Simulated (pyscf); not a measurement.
HO–BH–F + F–Cl -> HO–B(F)–F + hydrogen chloride (HCl) (four-centre exchange; singlet surface; B–H, Cl–F broken, B–F, Cl–H formed). Optimised with ωB97X-D3(BJ)/def2-SVP in PySCF. Correlated levels are frozen-core, on RHF or UHF. ΔMP2 is the change of the MP2 total energy from the triple- to the quadruple-zeta basis. Energies in kcal/mol from the separated reactants.

| level | barrier | reaction energy |
|---|---|---|
| ωB97X-D3(BJ)/def2-TZVP | 44.5 | -101.8 |
| r²SCAN/def2-TZVP | 28.4 | -104.1 |
| PBE0-D3(BJ)/def2-TZVP | 36.6 | -103.0 |
| M06-2X/def2-TZVP | 45.0 | -105.1 |
| HF/def2-TZVP | … | -111.1 |
| MP2/def2-QZVPP | 46.9 | -108.6 |
| CCSD(T)/def2-TZVPP + ΔMP2(QZVPP) | … | … |

Q: What belongs in the gaps?

A: 
- HF/def2-TZVP, barrier: 71.5
- CCSD(T)/def2-TZVPP + ΔMP2(QZVPP), barrier: 42.1
- CCSD(T)/def2-TZVPP + ΔMP2(QZVPP), reaction energy: -104.9

This is the saddle that the search found; another between the same sides may lie lower. One closed-shell reference is unstable to symmetry breaking; treat the single-reference values with care. The CCSD(T) − MP2 part came from Ansatz, without density fitting, on the same reference. The largest closed-shell T1 diagnostic is 0.034, which may signal static correlation.
